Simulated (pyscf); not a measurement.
H₂N–Si(NH₂)(OH)–Cl (SMILES N[Si](N)(O)Cl) + H₂ (SMILES [H][H]) → H₂N–SiH(NH₂)–Cl (SMILES N[SiH](N)Cl) + H₂O (SMILES O), a four-centre exchange (singlet surface; O–Si, H–H broken, H–Si, H–O formed). Single points on ωB97X-D3(BJ)/def2-SVP structures (PySCF, gas phase). Energies in kJ/mol from the separated reactants.

Small-basis levels: PySCF, no dispersion term, spherical d functions. 

**Question.** Quick B3LYP/LANL2DZ single points give ΔE‡ = 247.8 kJ/mol and ΔE = +72.7 kJ/mol. What does ωB97M-D3(BJ)/def2-TZVP give, and how far is the quick result from it?

**Answer.** ωB97M-D3(BJ)/def2-TZVP gives ΔE‡ = 235.5 kJ/mol and ΔE = +100.2 kJ/mol. B3LYP/LANL2DZ lies 12.3 kJ/mol over it in the barrier and 27.4 kJ/mol under it in the reaction energy, so on this step it does not hold to within 12.6 kJ/mol. ωB97M-D3(BJ)/def2-TZVP has limits of its own. One saddle was located; it need not be the lowest between these sides.
